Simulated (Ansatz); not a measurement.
Two shapes of singlet C2H(-).

Shape 1:

```xyz
3

H     0.0045    0.0233   -1.6188
C    -0.0146    0.0460   -0.5069
C    -0.0062    0.0449    0.7776
```

Shape 2:

```xyz
3

H     0.0000    0.0000   -1.7008
C     0.0000    0.0000   -0.5334
C     0.0000    0.0000    0.8169
```

Basis set: 6-31G* (spherical functions). Left uncorrelated: 2 orbitals. Charge -1, multiplicity 1.

Computed with Ansatz (development build ahead of 0.2.0); each method stands on the lowest determinant of its kind that the runs found.

(1) Which shape is lower in energy, and by how much in each method?

Results:

(1)

| method | E(2) − E(1) (eV) |
| --- | --- |
| RHF | 0.606 |
| RHF-MP2 | 0.331 |

Shape 1 is lower. Caution: no diffuse functions for an anion.
